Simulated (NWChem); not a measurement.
System: acetamide (C₂H₅NO); SMILES CC(N)=O

Here is an NWChem input.

```
start job
memory heap 200 mb stack 900 mb global 1100 mb
geometry units angstroms noautoz
  C      0.057091     1.398035     0.008532
  C     -0.123573    -0.104986     0.044499
  N      1.022622    -0.829683    -0.077102
  O     -1.207799    -0.625588     0.197867
  H      0.962312     1.719339    -0.526511
  H      0.110673     1.775407     1.041695
  H     -0.828221     1.843817    -0.461807
  H      0.957236    -1.837548    -0.019879
  H      1.928647    -0.403340    -0.197498
end
basis spherical
  * library def2-svp
end
dft
  xc xpbe96 cpbe96
  iterations 150
  vectors input atomic output neutral.movecs
end
task dft energy
charge 1
dft
  odft
  mult 2
  vectors input atomic output cation.movecs
end
task dft energy
```

Parts of the log:

```
             Northwest Computational Chemistry Package (NWChem) 7.3.0
             --------------------------------------------------------

 C1  symmetry detected

                             Geometry "geometry" -> ""
                             -------------------------

 Output coordinates in angstroms (scale by  1.889725989 to convert to a.u.)

  No.       Tag          Charge          X              Y              Z
 ---- ---------------- ---------- -------------- -------------- --------------
    1 C                    6.0000     0.22787427     1.37916941    -0.00110048
    2 C                    6.0000    -0.14285343    -0.08898410    -0.01066495
    3 N                    7.0000     0.90960632    -0.95268650    -0.00159983
    4 O                    8.0000    -1.29437359    -0.46842470     0.00030598
    5 H                    1.0000     1.22546886     1.58340038    -0.41586195
    6 H                    1.0000     0.19998832     1.74706878     1.03648270
    7 H                    1.0000    -0.52945054     1.93305746    -0.56976986
    8 H                    1.0000     0.71179917    -1.94420345     0.03168866
    9 H                    1.0000     1.86981363    -0.64423191    -0.00319596

 Effective nuclear repulsion energy (a.u.)     121.7974877986

  pbe96 is a nonlocal functional; adding pw91lda local functional.

                                 NWChem DFT Module
                                 -----------------

 Summary of "ao basis" -> "ao basis" (spherical)
 ------------------------------------------------------------------------------
       Tag                 Description            Shells   Functions and Types
 ---------------- ------------------------------  ------  ---------------------
 C                          def2-svp                 6       14   3s2p1d
 N                          def2-svp                 6       14   3s2p1d
 O                          def2-svp                 6       14   3s2p1d
 H                          def2-svp                 3        5   2s1p

            General Information
            -------------------
          SCF calculation type: DFT
          Wavefunction type:  closed shell.
          No. of atoms     :     9
          No. of electrons :    32
           Alpha electrons :    16
            Beta electrons :    16
          Charge           :     0
          Spin multiplicity:     1
          Use of symmetry is: off; symmetry adaption is: off
          Maximum number of iterations: 150
          AO basis - number of functions:    81
                     number of shells:    39
          Convergence on energy requested:  1.00D-06
          Convergence on density requested:  1.00D-05
          Convergence on gradient requested:  5.00D-04

              XC Information
              --------------
          PerdewBurkeErnzerhof Exchange Functional  1.000
            Perdew 1991 LDA Correlation Functional  1.000 local
           PerdewBurkeErnz. Correlation Functional  1.000 non-local

             Grid Information
             ----------------
          Grid used for XC integration:  medium
          Radial quadrature: Mura-Knowles
          Angular quadrature: Lebedev.
          Tag              B.-S. Rad. Rad. Pts. Rad. Cut. Ang. Pts.
          ---              ---------- --------- --------- ---------
          C                   0.70       49          10.0       434
          N                   0.65       49          10.0       434
          O                   0.60       49           9.0       434
          H                   0.35       45          11.0       434
          Grid pruning is: on
          Number of quadrature shells:   421
          Spatial weights used:  Erf1

      Superposition of Atomic Density Guess
      -------------------------------------

 Sum of atomic energies:        -206.68135156

      Non-variational initial energy
      ------------------------------

 Total energy =    -208.946169
 1-e energy   =    -521.049936
 2-e energy   =     190.306280
 HOMO         =      -0.358944
 LUMO         =       0.050145

   convergence    iter        energy       DeltaE   RMS-Dens  Diis-err
 ---------------- ----- ----------------- --------- --------- ---------
 d= 0,ls=0.0,diis     1   -208.6893606631 -3.30D+02  4.81D-02  1.05D+00
 d= 0,ls=0.0,diis     2   -207.8709332126  8.18D-01  3.93D-02  8.68D+00
 d= 0,ls=0.0,diis     3   -208.7984845754 -9.28D-01  4.89D-03  1.48D-01
 d= 0,ls=0.0,diis     4   -208.8049414149 -6.46D-03  2.21D-03  8.39D-02
 d= 0,ls=0.0,diis     5   -208.8142121658 -9.27D-03  3.53D-04  1.35D-03
  Resetting Diis
 d= 0,ls=0.0,diis     6   -208.8143441349 -1.32D-04  1.44D-04  1.83D-04
 d= 0,ls=0.0,diis     7   -208.8143667837 -2.26D-05  6.91D-05  4.16D-06
 d= 0,ls=0.0,diis     8   -208.8143647318  2.05D-06  4.93D-05  2.33D-05
 d= 0,ls=0.0,diis     9   -208.8143672351 -2.50D-06  9.63D-06  9.51D-07
 d= 0,ls=0.0,diis    10   -208.8143673263 -9.12D-08  2.33D-06  6.16D-08

         Total DFT energy =     -208.814367326281
      One electron energy =     -524.774836684706
           Coulomb energy =      222.121030952651
    Exchange-Corr. energy =      -27.958049392777
 Nuclear repulsion energy =      121.797487798551

 Numeric. integr. density =       31.999998457457

                       DFT Final Molecular Orbital Analysis
                       ------------------------------------

 Vector   14  Occ=2.000000D+00  E=-3.178771D-01
              MO Center= -6.6D-02,  3.7D-01,  9.8D-02, r^2= 2.7D+00
   Bfn.  Coefficient  Atom+Function         Bfn.  Coefficient  Atom+Function
  ----- ------------  ---------------      ----- ------------  ---------------
    48     -0.294270  4 O  pz                 6      0.289311  1 C  pz
    20     -0.268087  2 C  pz                34      0.258912  3 N  pz
    62      0.257731  6 H  s                 37     -0.179378  3 N  pz
    51     -0.178954  4 O  pz                67     -0.162664  7 H  s
    23     -0.154914  2 C  pz                 9      0.140984  1 C  pz

 Vector   15  Occ=2.000000D+00  E=-2.251188D-01
              MO Center=  3.4D-02, -7.4D-01, -5.6D-03, r^2= 1.9D+00
   Bfn.  Coefficient  Atom+Function         Bfn.  Coefficient  Atom+Function
  ----- ------------  ---------------      ----- ------------  ---------------
    34      0.478533  3 N  pz                48      0.415833  4 O  pz
    37     -0.412976  3 N  pz                51      0.294084  4 O  pz
    23      0.060058  2 C  pz                 7     -0.057720  1 C  px
    20      0.053841  2 C  pz                58      0.047501  5 H  s
    68     -0.045214  7 H  s                 27      0.042589  2 C  d  1

 Vector   16  Occ=2.000000D+00  E=-1.952095D-01
              MO Center= -9.2D-01, -2.9D-01, -5.3D-03, r^2= 1.6D+00
   Bfn.  Coefficient  Atom+Function         Bfn.  Coefficient  Atom+Function
  ----- ------------  ---------------      ----- ------------  ---------------
    47      0.569147  4 O  py                50      0.389292  4 O  py
    31      0.337052  3 N  s                  3     -0.320023  1 C  s
     5      0.189465  1 C  py                22      0.189967  2 C  py
    46     -0.166106  4 O  px                 8      0.159213  1 C  py
    32      0.131657  3 N  px                35     -0.119725  3 N  px

 Vector   17  Occ=0.000000D+00  E= 1.745714D-03
              MO Center= -2.0D-01,  4.2D-03,  3.4D-02, r^2= 2.4D+00
   Bfn.  Coefficient  Atom+Function         Bfn.  Coefficient  Atom+Function
  ----- ------------  ---------------      ----- ------------  ---------------
    20      0.554475  2 C  pz                23      0.498131  2 C  pz
    63     -0.485391  6 H  s                 51     -0.384410  4 O  pz
    48     -0.371122  4 O  pz                37     -0.312899  3 N  pz
    68      0.300543  7 H  s                 58      0.258687  5 H  s
     9      0.256905  1 C  pz                34      0.256216  3 N  pz

 Vector   18  Occ=0.000000D+00  E= 2.375664D-02
              MO Center=  1.5D+00, -1.9D-01, -2.0D-02, r^2= 5.0D+00
   Bfn.  Coefficient  Atom+Function         Bfn.  Coefficient  Atom+Function
  ----- ------------  ---------------      ----- ------------  ---------------
     3      1.393144  1 C  s                 31      1.088553  3 N  s
    78     -1.034002  9 H  s                 58     -0.744559  5 H  s
    73     -0.571151  8 H  s                 63     -0.566994  6 H  s
    68     -0.429247  7 H  s                 17     -0.308493  2 C  s
    35      0.294591  3 N  px                30      0.212202  3 N  s

 Vector   19  Occ=0.000000D+00  E= 7.023868D-02
              MO Center=  7.0D-01, -4.9D-01,  9.5D-02, r^2= 6.9D+00
   Bfn.  Coefficient  Atom+Function         Bfn.  Coefficient  Atom+Function
  ----- ------------  ---------------      ----- ------------  ---------------
     3      1.528089  1 C  s                 73      1.229997  8 H  s
    58     -1.026007  5 H  s                 63     -0.865439  6 H  s
    31     -0.676552  3 N  s                 36      0.432761  3 N  py
    68     -0.402961  7 H  s                  8      0.348547  1 C  py
     7      0.291032  1 C  px                17     -0.269241  2 C  s

     Multipole analysis of the density
     ---------------------------------

     L   x y z        total         alpha         beta         nuclear
     -   - - -        -----         -----         ----         -------
     0   0 0 0     -0.000000    -16.000000    -16.000000     32.000000

     1   1 0 0      1.423364      0.711682      0.711682      0.000000
     1   0 1 0      0.075674      0.037837      0.037837     -0.000000
     1   0 0 1      0.050002      0.025001      0.025001     -0.000000

[...]
```

Level: PBE/def2-SVP, vertical spin-unrestricted ions. Coordinates come from a PBE0/def2-SVP optimisation.
